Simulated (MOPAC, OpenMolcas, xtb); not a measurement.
**Si2H6O (disilanol): the dipole moment, rung by rung**

The species is Si2H6O (9 atoms), meant as a singlet with charge 0. As SMILES, `O[SiH2][SiH3]`. The coordinates come from a PBE0-D4/def2-TZVP relaxation. This is one conformer, not always the lowest.

```tsv
atom	x (Å)	y (Å)	z (Å)
O	-1.6090	1.0399	-0.7620
Si	0.0048	0.9331	-0.4159
Si	0.5442	-1.0384	0.7386
H	-1.9966	0.3414	-1.2908
H	0.8306	0.9945	-1.6578
H	0.3114	2.1252	0.4130
H	2.0129	-1.1048	0.9745
H	0.1462	-2.2282	-0.0662
H	-0.1560	-1.1091	2.0495
```

Each level gives the dipole moment (D). The values are calculated.

| level | kind | program | value (D) |
| --- | --- | --- | --- |
| PM6 | semi-empirical | MOPAC | 1.54 |
| GFN0-xTB | semi-empirical | xtb | 1.62 |
| HF/def2-SVPD | Hartree–Fock | OpenMolcas | 1.29 |
| SVWN5/def2-SVPD | LDA | OpenMolcas | 1.16 |
| PBE/def2-SVPD | GGA | OpenMolcas | 1.13 |
| M06-L/def2-SVPD | meta-GGA | OpenMolcas | 1.16 |
| B3LYP/def2-SVPD | global hybrid | OpenMolcas | 1.18 |

The values span 1.13 to 1.62 D. Magnitudes only.
